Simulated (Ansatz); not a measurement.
Relaxation of CH5SSi (8 atoms, charge 1, multiplicity 1), to a largest force component of 0.015 eV/Å in at most 40 steps.

Level of theory: RKS PBE-D4/def2-SVP (Ansatz 0.2.0).

```xyz
8
Properties=species:S:1:pos:R:3:forces:R:3
C -0.785 1.056 -0.472 0.19 -0.36 -0.11
S 0.185 0.636 1.040 0.27 -0.18 0.54
Si 0.977 -1.253 0.649 -0.51 0.85 -0.11
H -1.599 0.353 -0.606 -0.58 -0.43 -0.07
H -0.139 1.093 -1.341 0.43 0.10 -0.61
H -1.185 2.045 -0.271 -0.18 0.68 0.31
H 2.254 -1.448 -0.023 0.74 -0.03 -0.31
H 0.293 -2.483 1.025 -0.35 -0.62 0.36
```

Q: Where does it end, and by what steps?

A: The run converged. The force dipped under the threshold on the way, but the program's further checks kept it going. Limits of this set-up: the dipole of an ion depends on the origin. After 17 steps the energy has fallen by 0.968 eV; S2 moved furthest, 1.14 Å.

```
step  energy less start (eV)  largest force component (eV/Å)  accepted
   0                  0.0000                           0.854       yes
   1                 -0.0730                           0.359       yes
   2                 -0.1191                           0.284       yes
   3                 -0.2205                           0.887       yes
   4                 -0.3821                           1.012       yes
   5                 -0.6378                           0.680       yes
   6                 -0.7783                           0.763       yes
   7                 -0.8636                           0.809       yes
   8                 -0.9250                           0.429       yes
   9                 -0.9555                           0.178       yes
  10                 -0.9496                           0.208        no
  11                 -0.9650                           0.033       yes
  12                 -0.9671                           0.045       yes
  13                 -0.9677                           0.058       yes
  14                 -0.9679                           0.039       yes
  15                 -0.9682                           0.019       yes
  16                 -0.9683                           0.003       yes
  17                 -0.9684                           0.008       yes
```

```xyz
8
Properties=species:S:1:pos:R:3
C -0.732 1.052 -0.516
S -0.715 -0.060 0.954
Si 0.881 -1.310 0.681
H -1.715 0.903 -1.003
H 0.091 0.840 -1.222
H -0.656 2.084 -0.122
H 1.746 -1.196 -0.531
H 1.099 -2.313 1.759
```

Whether the end is a true minimum wasn't checked by a vibrational analysis.

Time of the run: 37 s on 1 thread of Arm Neoverse V1, on a shared host, peak memory 0.14 GiB.
